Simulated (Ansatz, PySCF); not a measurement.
sulfur dioxide anion (O2S), SMILES O=S=O (connectivity only; charge and spin as stated), charge -1, multiplicity 2. Atoms are numbered in the order given.

```xyz
3

O      0.0000    -1.2707    -0.4139
S      0.0000     0.0000     0.4098
O      0.0000     1.2707    -0.4139
```
Charge -1, spin multiplicity 2.

The structure is a stationary point at r2SCAN-D4/def2-TZVPD. The multiplicity is an assumed one; other spin states were not compared.

Two levels are set side by side: PBE-D3(BJ)/def2-TZVPD (Ansatz, an electronic-structure program) and r2SCAN-D4/def2-TZVPD (Ansatz). Each level has its own optimised geometry; the coordinates shown are those of the second. Frequencies come from the Hessian of PySCF at each geometry. Differences are taken from unrounded values.

```csv
quantity,r2SCAN-D4
mean bond length (Å),1.514
bond O1–S2 (Å),1.514
bond S2–O3 (Å),1.514
highest harmonic wavenumber (cm⁻¹),1093
mean harmonic wavenumber (cm⁻¹),843
zero-point energy (kcal/mol),3.62
```

### Question
What does PBE-D3(BJ) give, and how far is it from r2SCAN-D4? (The exact figures need the calculation; the answer reports its results.)

### Answer

| quantity | PBE-D3(BJ) | PBE-D3(BJ) minus r2SCAN-D4 |
|---|---|---|
| mean bond length (Å) | 1.530 | 0.016 |
| bond O1–S2 (Å) | 1.530 | 0.016 |
| bond S2–O3 (Å) | 1.530 | 0.016 |
| highest harmonic wavenumber (cm⁻¹) | 1043 | -50 |
| mean harmonic wavenumber (cm⁻¹) | 804 | -40 |
| zero-point energy (kcal/mol) | 3.45 | -0.17 |
